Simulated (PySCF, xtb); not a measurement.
SiH4, SMILES [SiH4].

Harmonic wavenumbers (cm⁻¹) from xtb 6.7.1 with GFN2-xTB at its own minimum, in rising order: 792, 792, 792, 804, 804, 2293, 2293, 2293, 2294.

Q: What does ωB97X-D3(BJ)/def2-TZVPD run with PySCF 2.14.0 give at its own minimum? (Estimate from the structure and the level; the computed values follow.)

A: 931, 931, 931, 984, 984, 2261, 2264, 2264, 2264. Paired by order, the mean absolute difference is 100 cm⁻¹ and the zero-point energies are 18.8 and 19.7 kcal/mol.
